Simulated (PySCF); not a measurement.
Molecule: SMILES C(C)CN(C)C, C5H13N.

Geometry (Å), atoms numbered from 1 in this order:
```xyz
19

C     2.5371    0.7992    0.6842
C     1.0520    0.9783    0.4167
C     0.3806   -0.3140   -0.0257
N    -0.9915   -0.1541   -0.4517
C    -1.8851    0.2395    0.6062
C    -1.4794   -1.3064   -1.1625
H     2.7157    0.0566    1.4788
H     3.0047    1.7423    1.0047
H     3.0707    0.4538   -0.2159
H     0.8860    1.7351   -0.3683
H     0.5657    1.3667    1.3271
H     0.9455   -0.7204   -0.8820
H     0.4727   -1.0751    0.7884
H    -2.8978    0.3927    0.2025
H    -1.5662    1.1898    1.0575
H    -1.9593   -0.5170    1.4227
H    -0.8271   -1.5292   -2.0214
H    -2.4912   -1.1115   -1.5508
H    -1.5329   -2.2264   -0.5341
```

Geometry PBE0-D3(BJ)/def2-SVP throughout; GIAO in PySCF 2.14, gas phase, one conformer, non-relativistic; equivalent atoms averaged; functional PBE0.

For orientation, 6-31G gives these shifts δ (against TMS, NH3 at the same level): C3 58.6, C5/C6 43.1, C2 23.1, C1 14.2, N4 25.1, H14/H15/H16/H17/H18/H19 2.25, H12/H13 2.19, H10/H11 1.69, H7/H8/H9 1.04 ppm.

A run gave: C3 59.3, C5/C6 43.2, C2 22.7, C1 13.3, N4 32.2, H14/H15/H16/H17/H18/H19 1.92, H12/H13 1.80, H10/H11 1.27, H7/H8/H9 0.80 ppm (shifts δ (against TMS, NH3 at the same level)).

Problem. Which basis set was used in that run?
A. pcSseg-1
B. def2-SVP
C. cc-pVDZ
D. STO-3G

Solution. B. N4 tells them apart best: def2-SVP gives 32.2, cc-pVDZ gives 39.0, STO-3G gives -0.9, pcSseg-1 gives 41.0 ppm.
